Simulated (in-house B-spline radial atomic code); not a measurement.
**RPA and G0W0 on LDA VWN5: Ne**

Configuration [He] 2s2 2p6, mean-field start LDA VWN5. Computed with a B-spline radial code for spherical atoms: all electrons, scalar-relativistic (spin-free one-electron X2C), finite nucleus, each spin shell either full or empty, empty states to l = 9 with an (l + 1/2)⁻⁴ tail; G0W0 by contour deformation at full frequency.

Command:
```bash
python run_gw.py task.json out
```
Settings (radii: box in bohr, nucleus in fm):
```
Z                        10
electrons                10
configuration            [He] 2s2 2p6
hamiltonian              x2c
method                   lda,vwn
lmax                     9
rms_radius               3.0055
spin_polarised           False
box_radius               40
intervals                74
```

Cost of the run: 1.7 s on 1 thread of Arm Neoverse N1 (shared host).

Energies (hartree):

```json
{"term": "mean-field total", "value": "-128.37015"}
{"term": "Hartree-Fock functional on these orbitals", "value": "-128.66919"}
{"term": "direct second order", "value": "-0.7624"}
{"term": "second-order exchange", "value": "0.2653"}
{"term": "SOSEX correction", "value": "0.22719"}
```

Q: What is the RPA correlation energy, and what remains with SOSEX?

A: RPA gives -0.61028 hartree (-1.66 eV per electron); RPA + SOSEX gives -0.38309, and the second-order doubles -0.4971 hartree (no singles). RPA lacks exchange-type terms and so overcorrelates at short range.

Quasi-particle levels (eV):

```json
{"level": "2p", "occupied": "yes", "mean field": "-13.537", "Σx - vxc": "-10.39", "Σc": "?", "QP weight": "?", "G0W0": "?"}
```

G0W0 = mean field + (Σx - vxc) + Σc, with Σc (partial-wave tail included) taken at the quasi-particle energy. Levels of low weight are left out.

Q: Where does G0W0 put 2p?

A: At -20.783 eV, with Σc = 3.15 eV and a quasi-particle weight of 0.817. The tabulated removal energy is 21.565 eV (NIST, measured).
